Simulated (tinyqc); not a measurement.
Stretching all distances: RHF, UHF, MP2, CISD and CCSD against full CI in the sto-3g basis, for CH2, spin multiplicity 1. Computed by the program tinyqc with PySCF. 

Geometry (angstrom):

| atom | x | y | z |
|---|---|---|---|
| C | 0.0000 | 0.0000 | 0.0000 |
| H | 0.0000 | 0.8000 | 0.6070 |
| H | 0.0000 | -0.8000 | 0.6070 |

All coordinates are multiplied by the scale. c0^2 is the weight of the RHF determinant in the lowest singlet FCI state (UHF is spin-contaminated and may lie near states of higher spin) and n(LUMO) the first natural occupation beyond the occupied space.

Full CI energy (hartree) and errors against it (kcal/mol):

| scale | distance 1-2 (angstrom) | E(FCI) | RHF | UHF | MP2 | CISD | CCSD | <S^2> UHF | c0^2 | n(LUMO) |
|---|---|---|---|---|---|---|---|---|---|---|
| 0.910 | 0.914 | -38.33102 | 30.195 | 5.574 | 13.171 | 1.384 | 0.329 | 0.837 | 0.919 | 0.141 |
| 1.170 | 1.175 | -38.43302 | 41.394 | 24.991 | 16.836 | 2.013 | 0.323 | 0.736 | 0.924 | 0.094 |
| 1.440 | 1.446 | -38.37229 | 62.973 | 52.446 | 25.677 | 4.195 | 0.427 | 0.636 | 0.890 | 0.079 |
| 1.700 | 1.707 | -38.28858 | 95.502 | 67.242 | 39.710 | 9.731 | 0.534 | 1.280 | 0.805 | 0.184 |
| 1.960 | 1.968 | -38.22230 | 138.827 | 45.706 | 57.474 | 20.623 | -0.204 | 1.622 | 0.669 | 0.351 |
| 2.230 | 2.239 | -38.18165 | 190.436 | 26.873 | 75.189 | 36.635 | -4.981 | 1.850 | 0.501 | 0.561 |

UHF lies below RHF over the whole range. The weight c0^2 goes from 0.92 to 0.50 and n(LUMO) from 0.14 to 0.56: static correlation grows as the bonds break into open-shell fragments. The spread of the error along the curve, which distorts its shape, is CCSD 5.5, CISD 35.3, UHF 61.7, MP2 62.0, RHF 160.2 kcal/mol. Below FCI somewhere: CCSD, as non-variational methods may be. The table stops here: at scale 2.49 and beyond, the reference weight falls under 0.45 or RHF, UHF or CCSD hop between solutions, so those rows were left out and the spreads given cover only the rows shown. As computed, partly on other solutions, the errors there reach in size RHF 238, UHF 40, MP2 105, CISD 59, CCSD 3 kcal/mol.
